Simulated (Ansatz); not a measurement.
Geometry optimisation, RKS B3LYP-D4/6-31G in Ansatz 0.2.0.

input.yaml

```yaml
crystal:
  periodic: [false, false, false]
  atoms:
    - { symbol: Al, position_ang: [0.0, 0.0, 0.0] }
    - { symbol: H, position_ang: [0.0, 0.0, 1.56] }
    - { symbol: O, position_ang: [1.5415, 0.0, -0.89] }
    - { symbol: H, position_ang: [1.8414, -0.9519, -1.0449] }
    - { symbol: Cl, position_ang: [-1.9312, 0.0, -1.115] }
basis:
  gaussian: { orbitals: "6-31G" }
hamiltonian:
  xc: b3lyp
  dispersion: d4
relax:
  f_tol: 0.02
  max_steps: 40
```

Command:

```bash
$ ansatz run input.yaml --threads 1 --pin off --max-ram 2048MiB --backend cpu --events-out ev --progress --plain --runs-dir out
```

Where does it end, and by what steps?

The run converged. Limits of this set-up: no polarisation functions. After 9 steps the energy has fallen by 0.460 eV; H4 moved furthest, 0.51 Å.

```json
{"step": "0", "energy less start (eV)": "0.0000", "largest force component (eV/Å)": "1.807", "accepted": "yes"}
{"step": "1", "energy less start (eV)": "-0.1205", "largest force component (eV/Å)": "1.361", "accepted": "yes"}
{"step": "2", "energy less start (eV)": "-0.2779", "largest force component (eV/Å)": "1.386", "accepted": "yes"}
{"step": "3", "energy less start (eV)": "-0.4240", "largest force component (eV/Å)": "0.878", "accepted": "yes"}
{"step": "4", "energy less start (eV)": "0.0875", "largest force component (eV/Å)": "4.905", "accepted": "no"}
{"step": "5", "energy less start (eV)": "-0.4567", "largest force component (eV/Å)": "0.117", "accepted": "yes"}
{"step": "6", "energy less start (eV)": "-0.4590", "largest force component (eV/Å)": "0.118", "accepted": "yes"}
{"step": "7", "energy less start (eV)": "-0.4578", "largest force component (eV/Å)": "0.227", "accepted": "no"}
{"step": "8", "energy less start (eV)": "-0.4593", "largest force component (eV/Å)": "0.059", "accepted": "yes"}
{"step": "9", "energy less start (eV)": "-0.4597", "largest force component (eV/Å)": "0.003", "accepted": "yes"}
```

```xyz
5
Properties=species:S:1:pos:R:3
Al -0.016 -0.071 0.093
H -0.100 0.231 1.635
O 1.469 -0.433 -0.640
H 1.943 -0.655 -1.442
Cl -1.845 -0.023 -1.135
```

The run took 17 s on 1 thread of Arm Neoverse V1 (shared host), peak memory 0.12 GiB.
